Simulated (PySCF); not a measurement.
## Level of theory and adiabatic energies of losing or gaining an electron: `[BH3-][NH3+]` (BH6N)

All levels share the PBE0-D3(BJ)/ma-def2-SVP structures and the PBE0-D3(BJ)/ma-def2-SVP thermal terms; only the single-point energies (PySCF) change. Values are adiabatic energies of losing or gaining an electron (0 K, eV).

| level | ionisation energy to the radical cation | time |
| --- | --- | --- |
| HF/ma-def2-TZVP | 8.33 | 2.9 s |
| MP2/ma-def2-TZVP | 9.09 | 15 s |
| CCSD(T)/ma-def2-TZVP | 9.16 | 10 min |
| ωB97X-D3(BJ)/ma-def2-TZVP | 9.25 | – |

Times are wall times for all single points of a level on 1 thread of Arm Neoverse V2, a shared host; the dash marks the run that also made the structures.

Hartree-Fock leaves out electron correlation, so its ionisation energies and electron affinities from energy differences mostly come out too low, often by 1 eV or more, where an electron pair is broken or made.

The spread: 0.93 eV, from 8.33 to 9.25.

Differences come from unrounded values, so a last digit can differ from that of the printed terms.
